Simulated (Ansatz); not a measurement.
**Si₂N (quartet): wave-function methods side by side, cc-pVTZ**

The task here is to estimate one member of a computed series from the others.

Program: Ansatz 0.2.0, Gaussian basis. Level of theory: cc-pVTZ, core rule «outside noble gas», up to 11 orbitals frozen. These are calculated values, not measurements.

To be run: UHF; CCSD(T) on ROHF; CCSD(T) on UHF; BCCD(T) on ROHF; CCSDT(Q) on ROHF; CCSDT(Q) on UHF; CASSCF and NEVPT2, 13 electrons in 12 orbitals.

6 further runs of the same task are left out: 1 for a known fault of the program, 5 set aside as unsound or not needed.

## The geometry

The geometry is a PBE0/def2-TZVP stationary point (not a proven minimum).

3 atoms, charge 0, spin multiplicity 4.

Atoms are counted from 1 here; the program's logs count them from 0.

Bond lengths: N1–Si2 1.661 Å, Si2–Si3 2.244 Å. Angles: N1–Si2–Si3 180.0°.

The first run:

in.yaml

```yaml
crystal:
  periodic: [false, false, false]
  atoms:
    - {symbol: N, position_ang: [0.000000, 0.000000, -1.854900]}
    - {symbol: Si, position_ang: [0.000000, 0.000000, -0.194400]}
    - {symbol: Si, position_ang: [0.000000, 0.000000, 2.049300]}
basis:
  gaussian: {orbitals: cc-pVTZ}
magnetization: {spin_polarized: true, initial_magnetization: 3}
hamiltonian: {xc: hf}
output: {orbitals: {seedname: orbitals}}
```

Command:

```bash
> ansatz run in.yaml --threads 1 --pin off --events-out ev --progress --plain --max-ram 4096MiB --backend cpu
```

Steps of the session up to this table: UHF; CCSD(T) on ROHF; CCSD(T) on UHF; BCCD(T) on ROHF; CCSDT(Q) on ROHF; CCSDT(Q) on UHF; CASSCF and NEVPT2, 13 electrons in 12 orbitals.

One of the session's tables, all rows but one given; the rest of the session is left out.

| method | from RCCSDT(Q) (kcal/mol) |
| --- | --- |
| ROHF | +254.16 |
| UHF | +242.54 |
| RMP2 | ? |
| UMP2 | +47.57 |
| RCCSD | +17.74 |
| UCCSD | +17.07 |
| RCCSD(T) | +2.79 |
| UCCSD(T) | +3.41 |
| BCCD(T) | +2.88 |
| RCCSDT | +1.39 |
| UCCSDT | +1.31 |
| RCCSDT(Q) | 0 |
| UCCSDT(Q) | -0.24 |
| CASSCF valence | +180.08 |
| NEVPT2 valence | +39.09 |

Estimate the missing values for RMP2.

The run gave: from RCCSDT(Q) (kcal/mol): +36.13. In the column «from RCCSDT(Q) (kcal/mol)» it lies between RCCSD (+17.74) and NEVPT2 valence (+39.09).

With the free atoms at the same levels and basis (separate runs), the atomisation energy is 5.344 eV at RCCSDT(Q), 5.277 eV at RCCSD(T), 5.244 eV at UCCSD(T), 1.970 eV at ROHF.

Limits of these values: Restricted and unrestricted rows rest on different reference determinants; where their highest levels disagree by more than a few hundredths of an eV, they describe different states and don't form one ladder.
